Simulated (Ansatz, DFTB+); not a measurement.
## Ladder of methods for the volume per atom of hcp Mg

Reference value: 22.65 Å³/atom (measured, copied from a table, unchecked, extrapolated to 0 K and zero-point effects removed; as tabulated in Lejaeghere et al. (2013), arXiv:1204.2733).

Question: Put these levels in order of the volume per atom that they give for hcp Mg, smallest first: GFN1-xTB (DFTB+), PBE (Ansatz, a program for electronic structure), PBEsol (Ansatz).

Answer: PBEsol (22.51 Å³/atom), PBE (22.95 Å³/atom), GFN1-xTB (42.47 Å³/atom)

Errors against the reference: GFN1-xTB +88 %, PBE +1.3 %, PBEsol -0.6 %.

GFN1-xTB: the cell moved over 20 % in volume from its start. GFN1-xTB: the method was fitted mainly to molecules. Ansatz's density-functional and Hartree–Fock values are scalar-relativistic unless marked +SOC, with PAW data made under PBE.

Differences are worked out from the printed values.
